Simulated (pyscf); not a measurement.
# Elimination: O=Re(OH)(OH)–Cl [singlet] → O=Re(=O)–Cl [singlet] + water (H₂O)

Gas phase, singlet surface, charge 0. Bonds broken: Re2–O3, O4–H6. Bonds formed: O3–H6. PySCF, gas phase, ωB97X-D3(BJ)/def2-SVP geometries.

Transition state (Å):

```xyz
7

O      0.8864     1.4257     0.8566
Re     0.2190     0.2570    -0.1227
O     -1.5654     0.1486     0.9134
O     -0.0612    -1.4327     0.4213
Cl     0.8340     0.2852    -2.2821
H     -1.2127    -0.9476     0.8757
H     -2.3698     0.3419     0.4144
```

One imaginary mode, 1279i cm⁻¹; descent along it reached the two sides named, in the forms told below.

```json
[
 {"bond": "Re2–O3", "change": "breaks", "reactant side (Å)": "1.908", "saddle": "2.066", "product side": "2.288"},
 {"bond": "O4–H6", "change": "breaks", "reactant side (Å)": "0.978", "saddle": "1.330", "product side": "2.256"},
 {"bond": "O3–H6", "change": "forms", "reactant side (Å)": "2.046", "saddle": "1.152", "product side": "0.972"}
]
```

Electronic energies relative to the reactant's lowest minimum found (kcal/mol):

```
level                   barrier  reaction energy  reverse barrier
----------------------  -------  ---------------  ---------------
ωB97X-D3(BJ)/def2-TZVP     32.0            +21.0             11.0
PBE/def2-TZVP              24.5            +13.6             10.9
r²SCAN/def2-TZVP           26.5            +16.5             10.0
B3LYP-D3(BJ)/def2-TZVP     29.6            +16.5             13.1
PBE0-D3(BJ)/def2-TZVP      29.4            +19.1             10.3
M06-2X/def2-TZVP           31.1            +19.9             11.1
ωB97M-D3(BJ)/def2-TZVP     31.4            +18.2             13.2
```

With ωB97M-D3(BJ)/def2-TZVP energies and thermal terms (ideal gas, 1 atm, RRHO with modes under 100 cm⁻¹ raised to 100, one conformer, R ln 2 for chiral ones without a mode under 150 cm⁻¹), in kcal/mol:

```tsv
T (K)	ΔH‡	ΔG‡	ΔH	ΔG
298	28.9	29.2	+16.9	+6.1
600	28.2	29.7	+16.2	-4.6
900	27.6	30.7	+15.1	-14.7
1200	27.2	31.7	+13.8	-24.5
```

On the product side the descent ends in an adduct with a O–Re contact, 0.7 kcal/mol under the separated species and 11.7 kcal/mol under the saddle at ωB97X-D3(BJ)/def2-TZVP. What is counted as broken (O–Re) persists as a longer contact in the product adduct; parting that adduct is a step of its own. The other spin state of O=Re(OH)(OH)–Cl [singlet] is not in these data. The other spin state of O=Re(=O)–Cl [singlet] is not in these data. One saddle was located; it need not be the lowest between these sides. Elements past Kr carry the def2 core potentials, without spin-orbit coupling.
